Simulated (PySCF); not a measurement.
Question: Give a BHandHLYP/def2-SVP geometry of `Nc1cscn1`.

Answer: 
```
atom  x, y, z in Å
N1    -1.513   -0.705   -0.809
C2    -0.354   -0.122   -0.352
C3    -0.179    1.172    0.052
S4     1.475    1.429    0.462
C5     1.794   -0.208    0.069
N6     0.778   -0.889   -0.331
H7    -1.502   -1.709   -0.764
H8    -2.372   -0.298   -0.485
H9    -0.913    1.961    0.112
H10    2.792   -0.621    0.164
```

Orientation and origin are arbitrary. Atoms count from 1 in this order. The 6 heavy atoms lie in one plane (0.013 Å rms). N1 (aniline-type nitrogen) is pyramidal (angles 116.3°, 113.6° and 113.5°, sum 343.4°, 0.26 Å off the plane of its three neighbours). The 5-membered ring C2–C3–S4–C5–N6 has internal angles of 89.0° to 115.4° (sum 540°, against 540° for a flat polygon); it is planar, 0.00 Å rms from its mean plane, widest ring torsion 0°. The C–N distances run from 1.287 Å (C5–N6, aromatic) to 1.376 Å (N1–C2, drawn single), a spread of 0.089 Å.

Bonds between heavy atoms (Å): N1–C2 1.376, C2–C3 1.367, C3–S4 1.723, S4–C5 1.714, C5–N6 1.287, C2–N6 1.367.

Computed with PySCF 2.14.0, BHandHLYP/def2-SVP geometry optimisation, gas phase.

Point group: near Cs, missed by 0.36 Å at most; the miss may be what the optimiser left on a soft mode. Stationary, but not proved a minimum.
